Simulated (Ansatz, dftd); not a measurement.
Reaction: SiPH5 (silylphosphane, SMILES P[SiH3]) → SiH3 (SMILES [SiH3], doublet) + PH2 (SMILES [PH2], doublet) (the P-Si bond breaks)
Each species at its own B3LYP-D3(BJ)/def2-TZVP minimum (Ansatz, an electronic-structure program).

Property: bond dissociation energy (electronic), in kJ/mol. Open shells are spin-unrestricted; no spin-orbit coupling. Cores are frozen in correlated methods. Rows without X2C or -DK are non-relativistic. CBS(X,Y): correlation extrapolated as X^-3, Hartree-Fock from the larger set (Q,5: extrapolated as (X+1)exp(-9√X)). A bracket is a step between two methods taken in the basis named. The functionals are non-relativistic, so their misses hold any scalar relativity. '+ core + X2C': CCSD(T) terms for core correlation (cc-pwCVTZ, 1s frozen past Ne) and scalar relativity (cc-pVTZ-DK).

```tsv
level	program	bond dissociation energy (kJ/mol)	difference against the last row
HF/cc-pV(D+d)Z	Ansatz	205.0	-109.2
PBE/def2-TZVPD	Ansatz	301.1	-13.1
B3LYP-D3(BJ)/def2-TZVPD	Ansatz + dftd3	298.7	-15.5
B3LYP-D4/def2-TZVPD	Ansatz + dftd4	297.1	-17.1
PBE0-D3(BJ)/def2-TZVPD	Ansatz + dftd3	305.9	-8.3
PBE0-D4/def2-TZVPD	Ansatz + dftd4	305.6	-8.6
MP2/cc-pV(Q+d)Z	Ansatz	316.7	2.5
MP2/CBS(cc-pV(Q+d)Z,cc-pV(5+d)Z)	Ansatz	324.4	10.2
CCSD/cc-pV(T+d)Z	Ansatz	290.6	-23.6
CCSD(T)/cc-pV(T+d)Z	Ansatz	299.3	-14.9
CCSD(T)/CBS(cc-pV(T+d)Z,cc-pV(Q+d)Z) + core + X2C	Ansatz	314.0	-0.2
CCSDT(Q)/cc-pV(D+d)Z	Ansatz	279.1	-35.1
CCSDT(Q)/cc-pV(T+d)Z	Ansatz	299.3	-14.9
CCSD(T)/CBS(cc-pV(Q+d)Z,cc-pV(5+d)Z) + [CCSDT(Q) - CCSD(T)]/cc-pV(D+d)Z + core + X2C	Ansatz	314.5	0.3
CCSD(T)/CBS(cc-pV(Q+d)Z,cc-pV(5+d)Z) + [CCSDT(Q) - CCSD(T)]/cc-pV(T+d)Z + core + X2C	Ansatz	314.2	0.0
```
